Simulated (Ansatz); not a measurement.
CCl₂, SMILES Cl[C]Cl, the interaction energy of a dimer with the counterpoise correction

Program: Ansatz 0.2.0 through its Python package.

Run as a notebook:

In [1]:
```python
import ansatz as az
import numpy as np
```

In [2]:
```python
FIRST = [
    ("Cl", (1.2806, -0.4498, 0.6555)),
    ("C", (-0.1692, -0.4276, -0.1387)),
    ("Cl", (-1.1114, 0.8774, -0.5168)),
]
SECOND = [
    ("Cl", (-0.7394, -0.9027, 5.5509)),
    ("C", (0.2737, 0.3771, 5.2884)),
    ("Cl", (0.8594, 0.943, 3.8495)),
]
```

In [3]:
```python
def energy(atoms, ghosts=()):
    molecule = az.Crystal.molecule()
    for symbol, xyz in atoms:
        molecule = molecule.atom(symbol, xyz)
    calc = (
        molecule.calculation()
        .basis(gaussian="cc-pVDZ")
        .functional("hf")
    )
    deck = calc.input()
    if ghosts:
        deck = deck.set(az.key.basis.gaussian.ghost_atoms, [{"symbol": s, "position_ang": list(xyz)} for s, xyz in ghosts])
    return az.Session.from_dict(deck).plan().execute().report["free_energy_ev"]
```

In [4]:
```python
# ghost atoms carry the functions of the partner
direction = np.array([0.0268, 0.0284, 0.9992])
print("shift (A)   counterpoise-corrected interaction (kcal/mol)")
for shift in (-0.3, 0.0, 0.4, 1.0, 2.0):
    moved = [(s, tuple(np.round(np.array(xyz) + shift * direction, 4))) for s, xyz in SECOND]
    gain = energy(FIRST + moved) - energy(FIRST, moved) - energy(moved, FIRST)
    print(f"{shift:8.2f} {23.060548 * gain:14.3f}")
```
```text
shift (A)   counterpoise-corrected interaction (kcal/mol)
   -0.30          3.320
    0.00          1.349
    0.40          0.408
    1.00          0.079
    2.00          0.025
```

Reading the output:
- The dimer is a generated trial pose of unrelaxed monomers, not a minimum, so the figure is no binding energy, and the basis set is small.
- Hartree-Fock leaves correlation out, so bond, atomisation and ionisation energies come out well too low.
- This level lacks the dispersion part of the attraction (electrostatics and induction are there), which can decide the sign where the interaction is weak.
- Finished in 20 s on 1 thread of Arm Neoverse V1, with other jobs on the host, peak memory 0.26 GiB.
